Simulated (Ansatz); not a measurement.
**Nb3CrGa: from a trial structure to a relaxed crystal**

Method: DFT PBE, scalar-relativistic, plane waves, PAW (Ansatz 0.2.0). Cutoff 420 eV, Γ-centred k mesh, Gaussian smearing, collinear spin, first started from parallel moments.

Nb3CrGa was placed on the cubic perovskite structure type (Pm-3m, No. 221), with Cr in place of Sr, Ga in place of Ti, Nb in place of O, at a guessed volume.

```
Nb Cr Ga
1.0
     4.17708    0.00000    0.00000
     0.00000    4.17708    0.00000
     0.00000    0.00000    4.17708
Nb Cr Ga
3 1 1
Direct
  0.00000 0.50000 0.50000
  0.50000 0.00000 0.50000
  0.50000 0.50000 0.00000
  0.00000 0.00000 0.00000
  0.50000 0.50000 0.50000
```

Cell and atoms relax at zero pressure; the relaxation can't lower the symmetry of the start. After a coarse first stage the cell is made exact in the group found at 0.06 Å.

The zero of energy is the elements' standard structures at the same level; no fitted shifts are applied.

(1) What does it relax into?

(2) What are its volume, energy, gap and moment?

## Answers

(1) It keeps Pm-3m (No. 221). The result still has the cubic perovskite structure. Conventional cell: a = 4.750 Å. Nb is coordinated by 2 Ga at 2.37 Å; Cr is coordinated by 12 Nb at 3.36 Å; Ga has 6 Nb at 2.37 Å.

```
Nb Cr Ga
1.0
     4.74967    0.00000    0.00000
     0.00000    4.74967    0.00000
     0.00000    0.00000    4.74967
Nb Cr Ga
3 1 1
Cartesian
  0.0000 2.3748 2.3748
  2.3748 0.0000 2.3748
  2.3748 2.3748 0.0000
  0.0000 0.0000 0.0000
  2.3748 2.3748 2.3748
```

(2) The volume per atom is 21.43 Å³ and the density is 6.21 g/cm³. The energy over the elements is 1.30 eV/atom. The gap on the 8×8×8 mesh is 0 eV (a metal) and the net moment per atom is 0.70 μB. The largest site moment is 3.90 μB.

The final run used a 8×8×8 mesh on its 5-atom cell and 0.10 eV smearing. The k mesh leaves about 4 meV/atom of noise in metals. A structure relaxed within its symmetry needn't be a true minimum.

Cost: 3 runs of about 2.1 core-minutes in all, on Arm Neoverse V2 (shared hosts).